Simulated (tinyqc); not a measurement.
Worked calculation (part 1 of 2): RKS/exchange-only LDA in the sto-3g basis, for BH2+, spin multiplicity 1. Computed by tinyqc, a small Python program that keeps every step (integrals from PySCF). Settings: charge = 1, multiplicity = 1, basis = sto-3g, energy threshold = 1e-10, iteration cap = 52, orthogonalisation = canonical, start = core, DIIS depth = 3, method = RKS, functional = Slater exchange alone, grid = [10, 50]. Command: `OMP_NUM_THREADS=1 python tinyqc.py 23664 23665 out.jsonl` (the two numbers bound the seeds that draw the settings). One thread of a shared host (Intel(R) Xeon(R) Processor @ 2.60GHz), about 0.6 s of CPU time with the checks. Later iterations appear only in the table of the cycle.

## One-electron integrals

Geometry (angstrom):
```
atom         x          y         z
B     0.000000   0.000000  0.000000
H     0.000000   1.070000  0.505000
H     0.000000  -1.153000  0.544000
```

Basis sto-3g: exponents (1/bohr^2) and contraction coefficients of normalised primitives:
```
element  l (shell)   exponent  coefficient
B            s (1)  48.791113     0.154329
B            s (1)   8.887362     0.535328
B            s (1)   2.405267     0.444635
B            s (2)   2.236956    -0.099967
B            s (2)   0.519821     0.399513
B            s (2)   0.169062     0.700115
B            p (3)   2.236956     0.155916
B            p (3)   0.519821     0.607684
B            p (3)   0.169062     0.391957
H            s (1)   3.425251     0.154329
H            s (1)   0.623914     0.535328
H            s (1)   0.168855     0.444635
```

Overlap, kinetic and nuclear-attraction integrals over the contracted functions; the nuclear repulsion is the sum of Za Zb / Rab.

nuclear repulsion = 4.54963505 hartree

overlap S, order 1B 1s, 1B 2s, 1B 2px, 1B 2py, 1B 2pz, 2H 1s, 3H 1s:
$$\begin{pmatrix}
1.000000 & 0.269328 & 0.000000 & 0.000000 & 0.000000 & 0.067538 & 0.054819 \\
0.269328 & 1.000000 & 0.000000 & 0.000000 & 0.000000 & 0.479390 & 0.432960 \\
0.000000 & 0.000000 & 1.000000 & 0.000000 & 0.000000 & 0.000000 & 0.000000 \\
0.000000 & 0.000000 & 0.000000 & 1.000000 & 0.000000 & 0.443537 & -0.414492 \\
0.000000 & 0.000000 & 0.000000 & 0.000000 & 1.000000 & 0.209333 & 0.195562 \\
0.067538 & 0.479390 & 0.000000 & 0.443537 & 0.209333 & 1.000000 & 0.081698 \\
0.054819 & 0.432960 & 0.000000 & -0.414492 & 0.195562 & 0.081698 & 1.000000
\end{pmatrix}$$

kinetic energy T (hartree), order 1B 1s, 1B 2s, 1B 2px, 1B 2py, 1B 2pz, 2H 1s, 3H 1s:
$$\begin{pmatrix}
10.826302 & -0.047967 & 0.000000 & 0.000000 & 0.000000 & -0.014162 & -0.014172 \\
-0.047967 & 0.359168 & 0.000000 & 0.000000 & 0.000000 & 0.090111 & 0.068675 \\
0.000000 & 0.000000 & 1.123881 & 0.000000 & 0.000000 & 0.000000 & 0.000000 \\
0.000000 & 0.000000 & 0.000000 & 1.123881 & 0.000000 & 0.211028 & -0.170981 \\
0.000000 & 0.000000 & 0.000000 & 0.000000 & 1.123881 & 0.099597 & 0.080671 \\
-0.014162 & 0.090111 & 0.000000 & 0.211028 & 0.099597 & 0.760032 & -0.011457 \\
-0.014172 & 0.068675 & 0.000000 & -0.170981 & 0.080671 & -0.011457 & 0.760032
\end{pmatrix}$$

nuclear attraction V (hartree), order 1B 1s, 1B 2s, 1B 2px, 1B 2py, 1B 2pz, 2H 1s, 3H 1s:
$$\begin{pmatrix}
-24.009713 & -3.371610 & 0.000000 & -0.002357 & -0.014931 & -0.853432 & -0.690023 \\
-3.371610 & -4.607092 & 0.000000 & -0.014750 & -0.132068 & -1.968089 & -1.724326 \\
0.000000 & 0.000000 & -4.500346 & 0.000000 & 0.000000 & 0.000000 & 0.000000 \\
-0.002357 & -0.014750 & 0.000000 & -4.687992 & -0.006088 & -1.726780 & 1.554215 \\
-0.014931 & -0.132068 & 0.000000 & -0.006088 & -4.542132 & -0.839601 & -0.756186 \\
-0.853432 & -1.968089 & 0.000000 & -1.726780 & -0.839601 & -3.667496 & -0.327719 \\
-0.690023 & -1.724326 & 0.000000 & 1.554215 & -0.756186 & -0.327719 & -3.518554
\end{pmatrix}$$

core Hamiltonian H = T + V (hartree), order 1B 1s, 1B 2s, 1B 2px, 1B 2py, 1B 2pz, 2H 1s, 3H 1s:
$$\begin{pmatrix}
-13.183411 & -3.419578 & 0.000000 & -0.002357 & -0.014931 & -0.867594 & -0.704194 \\
-3.419578 & -4.247924 & 0.000000 & -0.014750 & -0.132068 & -1.877978 & -1.655651 \\
0.000000 & 0.000000 & -3.376466 & 0.000000 & 0.000000 & 0.000000 & 0.000000 \\
-0.002357 & -0.014750 & 0.000000 & -3.564112 & -0.006088 & -1.515753 & 1.383234 \\
-0.014931 & -0.132068 & 0.000000 & -0.006088 & -3.418251 & -0.740004 & -0.675515 \\
-0.867594 & -1.877978 & 0.000000 & -1.515753 & -0.740004 & -2.907464 & -0.339176 \\
-0.704194 & -1.655651 & 0.000000 & 1.383234 & -0.675515 & -0.339176 & -2.758522
\end{pmatrix}$$

## Two-electron integrals

Functions are numbered as in S; the eight-fold symmetry (ij|kl) = (ji|kl) = (kl|ij) leaves the list below.

Two-electron integrals (ij|kl) in chemists' order, unique and non-zero (hartree):
```
(11|11) 2.923513    (21|11) 0.518376    (21|21) 0.109262    (22|11) 0.744229
(22|21) 0.193177    (22|22) 0.544804    (31|31) 0.020264    (32|31) 0.029996
(32|32) 0.120346    (33|11) 0.742491    (33|21) 0.193240    (33|22) 0.544682
(33|33) 0.586773    (41|41) 0.020264    (42|41) 0.029996    (42|42) 0.120346
(43|43) 0.031630    (44|11) 0.742491    (44|21) 0.193240    (44|22) 0.544682
(44|33) 0.523513    (44|44) 0.586773    (51|51) 0.020264    (52|51) 0.029996
(52|52) 0.120346    (53|53) 0.031630    (54|54) 0.031630    (55|11) 0.742491
(55|21) 0.193240    (55|22) 0.544682    (55|33) 0.523513    (55|44) 0.523513
(55|55) 0.586773    (61|11) 0.129835    (61|21) 0.027259    (61|22) 0.048301
(61|33) 0.048062    (61|41) 0.001814    (61|42) 0.003313    (61|44) 0.048671
(61|51) 0.000856    (61|52) 0.001564    (61|54) 0.000287    (61|55) 0.048198
(61|61) 0.007022    (62|11) 0.288707    (62|21) 0.075965    (62|22) 0.232775
(62|33) 0.226367    (62|41) 0.007583    (62|42) 0.044488    (62|44) 0.241917
(62|51) 0.003579    (62|52) 0.020997    (62|54) 0.007339    (62|55) 0.229831
(62|61) 0.020203    (62|62) 0.132520    (63|31) 0.007935    (63|32) 0.036186
(63|43) 0.008515    (63|53) 0.004019    (63|63) 0.015408    (64|11) 0.236284
(64|21) 0.063038    (64|22) 0.203877    (64|33) 0.192989    (64|41) 0.013426
(64|42) 0.072093    (64|44) 0.222631    (64|51) 0.002591    (64|52) 0.016947
(64|54) 0.009971    (64|55) 0.195799    (64|61) 0.017664    (64|62) 0.136253
(64|64) 0.152647    (65|11) 0.111517    (65|21) 0.029752    (65|22) 0.096222
(65|33) 0.091084    (65|41) 0.002591    (65|42) 0.016947    (65|44) 0.097037
(65|51) 0.009158    (65|52) 0.044184    (65|54) 0.011324    (65|55) 0.100447
(65|61) 0.008337    (65|62) 0.064307    (65|64) 0.064772    (65|65) 0.045977
(66|11) 0.439876    (66|21) 0.117943    (66|22) 0.406657    (66|33) 0.382237
(66|41) 0.015066    (66|42) 0.114717    (66|44) 0.441815    (66|51) 0.007111
(66|52) 0.054142    (66|54) 0.028119    (66|55) 0.395508    (66|61) 0.032098
(66|62) 0.288536    (66|64) 0.323696    (66|65) 0.152772    (66|66) 0.774606
(71|11) 0.105098    (71|21) 0.022081    (71|22) 0.039185    (71|33) 0.038995
(71|41) -0.001447   (71|42) -0.002668   (71|44) 0.039482    (71|51) 0.000683
(71|52) 0.001259    (71|54) -0.000230   (71|55) 0.039103    (71|61) 0.005405
(71|62) 0.014878    (71|64) 0.011726    (71|65) 0.006146    (71|66) 0.022874
(71|71) 0.004604    (72|11) 0.251707    (72|21) 0.066341    (72|22) 0.205584
(72|33) 0.199723    (72|41) -0.006611   (72|42) -0.040111   (72|44) 0.213948
(72|51) 0.003119    (72|52) 0.018925    (72|54) -0.006711   (72|55) 0.202890
(72|61) 0.016011    (72|62) 0.077837    (72|64) 0.058830    (72|65) 0.036944
(72|66) 0.130259    (72|71) 0.014316    (72|72) 0.106573    (73|31) 0.006669
(73|32) 0.031085    (73|43) -0.007508   (73|53) 0.003542    (73|63) 0.007986
(73|73) 0.011810    (74|11) -0.212479   (74|21) -0.056749   (74|22) -0.185596
(74|33) -0.175725   (74|41) 0.011559    (74|42) 0.064206    (74|44) -0.202519
(74|51) -0.002307   (74|52) -0.015627   (74|54) 0.009099    (74|55) -0.178347
(74|61) -0.013054   (74|62) -0.061455   (74|64) -0.039968   (74|65) -0.028591
(74|66) -0.097466   (74|71) -0.012849   (74|72) -0.112687   (74|74) 0.128540
(75|11) 0.100250    (75|21) 0.026775    (75|22) 0.087567    (75|33) 0.082909
(75|41) -0.002307   (75|42) -0.015627   (75|44) 0.088467    (75|51) 0.007757
(75|52) 0.038458    (75|54) -0.010130   (75|55) 0.091231    (75|61) 0.006798
(75|62) 0.037737    (75|64) 0.028059    (75|65) 0.025498    (75|66) 0.066159
(75|71) 0.006062    (75|72) 0.053167    (75|74) -0.055075   (75|75) 0.037795
(76|11) 0.048390    (76|21) 0.012711    (76|22) 0.039125    (76|33) 0.038118
(76|41) -0.000030   (76|42) -0.000294   (76|44) 0.039596    (76|51) 0.001040
(76|52) 0.006133    (76|54) -0.000067   (76|55) 0.039629    (76|61) 0.003239
(76|62) 0.018617    (76|64) 0.016611    (76|65) 0.009902    (76|66) 0.036113
(76|71) 0.002635    (76|72) 0.016929    (76|74) -0.015775   (76|75) 0.009197
(76|76) 0.003329    (77|11) 0.410334    (77|21) 0.110169    (77|22) 0.386053
(77|33) 0.363073    (77|41) -0.013400   (77|42) -0.107630   (77|44) 0.419102
(77|51) 0.006322    (77|52) 0.050781    (77|54) -0.026435   (77|55) 0.375545
(77|61) 0.026381    (77|62) 0.140742    (77|64) 0.101010    (77|65) 0.069834
(77|66) 0.237667    (77|71) 0.024240    (77|72) 0.255143    (77|74) -0.293311
(77|75) 0.138388    (77|76) 0.036113    (77|77) 0.774606
```

## Orthogonalisation

S = U s U^T; canonical form X = U s^(-1/2), so that X^T S X = 1. Each column of U has its largest component positive (the first on a tie).

eigenvalues of S: [0.298178, 0.363928, 0.872043, 1.000000, 1.082740, 1.564228, 1.818883]

X, order 1B 1s, 1B 2s, 1B 2px, 1B 2py, 1B 2pz, 2H 1s, 3H 1s:
$$\begin{pmatrix}
0.291390 & 0.161644 & 0.787297 & 0.000000 & -0.565064 & -0.025568 & 0.206964 \\
-1.122927 & -0.500021 & -0.286920 & 0.000000 & -0.239413 & -0.051709 & 0.466002 \\
0.000000 & 0.000000 & 0.000000 & 1.000000 & 0.000000 & 0.000000 & 0.000000 \\
-0.551687 & 1.015790 & -0.006721 & 0.000000 & 0.008354 & 0.580925 & 0.056152 \\
-0.444577 & -0.199746 & 0.608490 & 0.000000 & 0.710377 & -0.022177 & 0.176253 \\
1.181781 & -0.424732 & -0.185033 & 0.000000 & 0.141192 & 0.339548 & 0.396621 \\
0.330472 & 1.104320 & -0.200075 & 0.000000 & 0.149419 & -0.427443 & 0.313480
\end{pmatrix}$$

## Starting guess

The start is the orbitals of the core Hamiltonian; D = 2 C_occ C_occ^T.

D at the start, order 1B 1s, 1B 2s, 1B 2px, 1B 2py, 1B 2pz, 2H 1s, 3H 1s:
$$\begin{pmatrix}
2.142414 & -0.546066 & 0.000000 & -0.003294 & -0.244271 & 0.060915 & 0.060971 \\
-0.546066 & 2.058491 & 0.000000 & 0.020216 & 0.986365 & -0.194712 & -0.199124 \\
0.000000 & 0.000000 & 0.000000 & 0.000000 & 0.000000 & 0.000000 & 0.000000 \\
-0.003294 & 0.020216 & 0.000000 & 2.401450 & -0.005927 & -0.263083 & 0.267784 \\
-0.244271 & 0.986365 & 0.000000 & -0.005927 & 0.472888 & -0.091519 & -0.097099 \\
0.060915 & -0.194712 & 0.000000 & -0.263083 & -0.091519 & 0.046869 & -0.010465 \\
0.060971 & -0.199124 & 0.000000 & 0.267784 & -0.097099 & -0.010465 & 0.049594
\end{pmatrix}$$

## Iteration 1: exchange-correlation on the grid

Becke grid with 10 radial and 50 angular points per atom, points of zero weight dropped. rho = sum D_ij phi_i phi_j; V_xc,ij = sum w v_xc phi_i phi_j; v_xc is d(rho eps)/d rho.

The 16 grid points with the largest w rho, of 1498 (bohr, atomic units):
```
x                  y          z         w       rho     eps_xc       v_xc
-0.518567  -0.518567   1.555701  0.622548  0.086097  -0.326123  -0.434830
0.518567   -0.518567   1.555701  0.622548  0.086097  -0.326123  -0.434830
-0.518567  -1.555701  -0.518567  0.589123  0.086647  -0.326816  -0.435754
0.518567   -1.555701  -0.518567  0.589123  0.086647  -0.326816  -0.435754
-1.216147   0.000000   1.216147  0.768073  0.066388  -0.299053  -0.398737
1.216147    0.000000   1.216147  0.768073  0.066388  -0.299053  -0.398737
0.000000   -0.677420   0.677420  0.156581  0.320305  -0.505328  -0.673770
-0.518567   0.518567   1.555701  0.586591  0.085418  -0.325263  -0.433683
0.518567    0.518567   1.555701  0.586591  0.085418  -0.325263  -0.433683
0.000000    0.677420   0.677420  0.153983  0.316992  -0.503580  -0.671439
-1.216147  -1.216147   0.000000  0.694745  0.069298  -0.303361  -0.404481
1.216147   -1.216147   0.000000  0.694745  0.069298  -0.303361  -0.404481
-0.518567   1.555701  -0.518567  0.547693  0.086979  -0.327232  -0.436310
0.518567    1.555701  -0.518567  0.547693  0.086979  -0.327232  -0.436310
-0.288853  -0.866558   0.288853  0.139682  0.337045  -0.513981  -0.685309
0.288853   -0.866558   0.288853  0.139682  0.337045  -0.513981  -0.685309
```

electrons on the grid, sum of w rho = 5.976111

E_xc = sum of w rho eps_xc = -3.94222802 hartree

V_xc (hartree), order 1B 1s, 1B 2s, 1B 2px, 1B 2py, 1B 2pz, 2H 1s, 3H 1s:
$$\begin{pmatrix}
-1.691224 & -0.273309 & 0.000000 & -0.000019 & -0.009551 & -0.069953 & -0.056579 \\
-0.273309 & -0.401159 & 0.000000 & 0.000033 & -0.059740 & -0.168289 & -0.145884 \\
0.000000 & 0.000000 & -0.378214 & 0.000000 & 0.000000 & 0.000000 & 0.000000 \\
-0.000019 & 0.000033 & 0.000000 & -0.446661 & 0.000677 & -0.144216 & 0.128088 \\
-0.009551 & -0.059740 & 0.000000 & 0.000677 & -0.378275 & -0.076947 & -0.068001 \\
-0.069953 & -0.168289 & 0.000000 & -0.144216 & -0.076947 & -0.242454 & -0.028679 \\
-0.056579 & -0.145884 & 0.000000 & 0.128088 & -0.068001 & -0.028679 & -0.206075
\end{pmatrix}$$

## Iteration 1: building the Kohn-Sham matrix

J_ij = sum D_kl (ij|kl); F = H + J + V_xc; E = tr D H + tr D J / 2 + E_xc + E_nn.

Coulomb J (hartree), order 1B 1s, 1B 2s, 1B 2px, 1B 2py, 1B 2pz, 2H 1s, 3H 1s:
$$\begin{pmatrix}
8.941314 & 1.830868 & 0.000000 & -0.000054 & 0.041669 & 0.461159 & 0.373659 \\
1.830868 & 3.704784 & 0.000000 & -0.000173 & 0.179471 & 1.563780 & 1.374996 \\
0.000000 & 0.000000 & 3.655269 & 0.000000 & 0.000000 & 0.000000 & 0.000000 \\
-0.000054 & -0.000173 & 0.000000 & 3.769021 & -0.001023 & 1.347053 & -1.220588 \\
0.041669 & 0.179471 & 0.000000 & -0.001023 & 3.677600 & 0.677913 & 0.612166 \\
0.461159 & 1.563780 & 0.000000 & 1.347053 & 0.677913 & 2.632724 & 0.265087 \\
0.373659 & 1.374996 & 0.000000 & -1.220588 & 0.612166 & 0.265087 & 2.479312
\end{pmatrix}$$

Kohn-Sham matrix F (hartree), order 1B 1s, 1B 2s, 1B 2px, 1B 2py, 1B 2pz, 2H 1s, 3H 1s:
$$\begin{pmatrix}
-5.933321 & -1.862018 & 0.000000 & -0.002429 & 0.017187 & -0.476388 & -0.387114 \\
-1.862018 & -0.944299 & 0.000000 & -0.014889 & -0.012338 & -0.482488 & -0.426538 \\
0.000000 & 0.000000 & -0.099410 & 0.000000 & 0.000000 & 0.000000 & 0.000000 \\
-0.002429 & -0.014889 & 0.000000 & -0.241751 & -0.006434 & -0.312916 & 0.290734 \\
0.017187 & -0.012338 & 0.000000 & -0.006434 & -0.118926 & -0.139038 & -0.131350 \\
-0.476388 & -0.482488 & 0.000000 & -0.312916 & -0.139038 & -0.517194 & -0.102768 \\
-0.387114 & -0.426538 & 0.000000 & 0.290734 & -0.131350 & -0.102768 & -0.485285
\end{pmatrix}$$

total energy of this density = -23.59412944 hartree

## Iteration 1: diagonalisation and new density

Diagonalise F' = X^T F X, C = X C', fill 3 alpha and 3 beta electrons from the bottom; D = 2 C_occ C_occ^T. Each column has its largest component positive (the first on a tie).

F' = X^T F X (hartree):
$$\begin{pmatrix}
0.214964 & -0.077501 & -0.287174 & 0.000000 & 0.133604 & -0.044856 & -0.191862 \\
-0.077501 & 0.230288 & -0.203348 & 0.000000 & 0.125709 & 0.141296 & -0.116198 \\
-0.287174 & -0.203348 & -2.758347 & 0.000000 & 2.431183 & 0.148827 & -1.426229 \\
0.000000 & 0.000000 & 0.000000 & -0.099410 & 0.000000 & 0.000000 & 0.000000 \\
0.133604 & 0.125709 & 2.431183 & 0.000000 & -2.398796 & -0.146465 & 1.391845 \\
-0.044856 & 0.141296 & 0.148827 & 0.000000 & -0.146465 & -0.480640 & 0.091601 \\
-0.191862 & -0.116198 & -1.426229 & 0.000000 & 1.391845 & 0.091601 & -1.448241
\end{pmatrix}$$

orbital energies (hartree): MO1 -5.948162, MO2 -0.565232, MO3 -0.497193, MO4 -0.171848, MO5 -0.099410, MO6 0.214444, MO7 0.327217

coefficients C, order 1B 1s, 1B 2s, 1B 2px, 1B 2py, 1B 2pz, 2H 1s, 3H 1s:
$$\begin{pmatrix}
0.983308 & -0.199181 & -0.020563 & 0.182650 & 0.000000 & -0.219198 & -0.072518 \\
0.063361 & 0.406695 & 0.057597 & -0.691474 & 0.000000 & 1.030882 & 0.396072 \\
0.000000 & 0.000000 & 0.000000 & 0.000000 & 1.000000 & 0.000000 & 0.000000 \\
0.001592 & 0.052237 & -0.363003 & 0.011617 & 0.000000 & -0.346417 & 1.192597 \\
0.002211 & 0.062888 & 0.008511 & 0.754506 & 0.000000 & 0.717779 & 0.235546 \\
-0.014356 & 0.534142 & -0.460254 & 0.256107 & 0.000000 & -0.514004 & -1.037612 \\
-0.012712 & 0.395216 & 0.603237 & 0.257101 & 0.000000 & -0.917573 & 0.493734
\end{pmatrix}$$

D after iteration 1, order 1B 1s, 1B 2s, 1B 2px, 1B 2py, 1B 2pz, 2H 1s, 3H 1s:
$$\begin{pmatrix}
2.013982 & -0.039775 & 0.000000 & -0.002751 & -0.021054 & -0.222086 & -0.207248 \\
-0.039775 & 0.345465 & 0.000000 & 0.000875 & 0.052413 & 0.379628 & 0.389344 \\
0.000000 & 0.000000 & 0.000000 & 0.000000 & 0.000000 & 0.000000 & 0.000000 \\
-0.002751 & 0.000875 & 0.000000 & 0.269004 & 0.000398 & 0.389905 & -0.396704 \\
-0.021054 & 0.052413 & 0.000000 & 0.000398 & 0.008065 & 0.059285 & 0.059921 \\
-0.222086 & 0.379628 & 0.000000 & 0.389905 & 0.059285 & 0.994696 & -0.132717 \\
-0.207248 & 0.389344 & 0.000000 & -0.396704 & 0.059921 & -0.132717 & 1.040506
\end{pmatrix}$$

## Iteration 2: exchange-correlation on the grid

As before.

The 16 grid points with the largest w rho, of 1498 (bohr, atomic units):
```
x                  y          z         w       rho     eps_xc       v_xc
0.000000   -1.216147   1.216147  0.262941  0.116813  -0.361035  -0.481380
0.518567   -1.555701   0.518567  0.222189  0.128938  -0.373117  -0.497489
-0.518567  -1.555701   0.518567  0.222189  0.128938  -0.373117  -0.497489
0.992980    0.992980   0.992980  0.480809  0.054064  -0.279267  -0.372356
-0.992980   0.992980   0.992980  0.480809  0.054064  -0.279267  -0.372356
0.518567    1.555701  -0.518567  0.547693  0.047419  -0.267324  -0.356431
-0.518567   1.555701  -0.518567  0.547693  0.047419  -0.267324  -0.356431
0.992980   -0.992980   0.992980  0.547839  0.047112  -0.266744  -0.355659
-0.992980  -0.992980   0.992980  0.547839  0.047112  -0.266744  -0.355659
0.518567   -1.555701  -0.518567  0.589123  0.041962  -0.256648  -0.342198
-0.518567  -1.555701  -0.518567  0.589123  0.041962  -0.256648  -0.342198
1.216147    1.216147   0.000000  0.659534  0.036472  -0.244927  -0.326570
-1.216147   1.216147   0.000000  0.659534  0.036472  -0.244927  -0.326570
1.216147   -1.216147   0.000000  0.694745  0.032270  -0.235136  -0.313515
-1.216147  -1.216147   0.000000  0.694745  0.032270  -0.235136  -0.313515
0.000000    1.216147   1.216147  0.156775  0.142461  -0.385730  -0.514307
```

electrons on the grid, sum of w rho = 6.004311

E_xc = sum of w rho eps_xc = -3.65827194 hartree

V_xc (hartree), order 1B 1s, 1B 2s, 1B 2px, 1B 2py, 1B 2pz, 2H 1s, 3H 1s:
$$\begin{pmatrix}
-1.653538 & -0.251917 & 0.000000 & -0.000639 & -0.003428 & -0.064113 & -0.051660 \\
-0.251917 & -0.333109 & 0.000000 & -0.004042 & -0.045020 & -0.176885 & -0.157431 \\
0.000000 & 0.000000 & -0.297936 & 0.000000 & 0.000000 & 0.000000 & 0.000000 \\
-0.000639 & -0.004042 & 0.000000 & -0.390438 & -0.000738 & -0.178226 & 0.162602 \\
-0.003428 & -0.045020 & 0.000000 & -0.000738 & -0.309482 & -0.088250 & -0.080733 \\
-0.064113 & -0.176885 & 0.000000 & -0.178226 & -0.088250 & -0.420583 & -0.028615 \\
-0.051660 & -0.157431 & 0.000000 & 0.162602 & -0.080733 & -0.028615 & -0.417555
\end{pmatrix}$$

## Iteration 2: building the Kohn-Sham matrix

As before.

Coulomb J (hartree), order 1B 1s, 1B 2s, 1B 2px, 1B 2py, 1B 2pz, 2H 1s, 3H 1s:
$$\begin{pmatrix}
7.853195 & 1.573156 & 0.000000 & 0.002725 & 0.026016 & 0.396509 & 0.320691 \\
1.573156 & 3.245696 & 0.000000 & 0.009834 & 0.181342 & 1.466598 & 1.299308 \\
0.000000 & 0.000000 & 3.161616 & 0.000000 & 0.000000 & 0.000000 & 0.000000 \\
0.002725 & 0.009834 & 0.000000 & 3.363957 & 0.001505 & 1.325501 & -1.209315 \\
0.026016 & 0.181342 & 0.000000 & 0.001505 & 3.199272 & 0.661692 & 0.603251 \\
0.396509 & 1.466598 & 0.000000 & 1.325501 & 0.661692 & 2.805327 & 0.246678 \\
0.320691 & 1.299308 & 0.000000 & -1.209315 & 0.603251 & 0.246678 & 2.724622
\end{pmatrix}$$

Kohn-Sham matrix F (hartree), order 1B 1s, 1B 2s, 1B 2px, 1B 2py, 1B 2pz, 2H 1s, 3H 1s:
$$\begin{pmatrix}
-6.983754 & -2.098339 & 0.000000 & -0.000271 & 0.007657 & -0.535198 & -0.435164 \\
-2.098339 & -1.335337 & 0.000000 & -0.008957 & 0.004253 & -0.588265 & -0.513773 \\
0.000000 & 0.000000 & -0.512786 & 0.000000 & 0.000000 & 0.000000 & 0.000000 \\
-0.000271 & -0.008957 & 0.000000 & -0.590592 & -0.005321 & -0.368478 & 0.336522 \\
0.007657 & 0.004253 & 0.000000 & -0.005321 & -0.528462 & -0.166562 & -0.152997 \\
-0.535198 & -0.588265 & 0.000000 & -0.368478 & -0.166562 & -0.522720 & -0.121113 \\
-0.435164 & -0.513773 & 0.000000 & 0.336522 & -0.152997 & -0.121113 & -0.451456
\end{pmatrix}$$

total energy of this density = -24.37261888 hartree
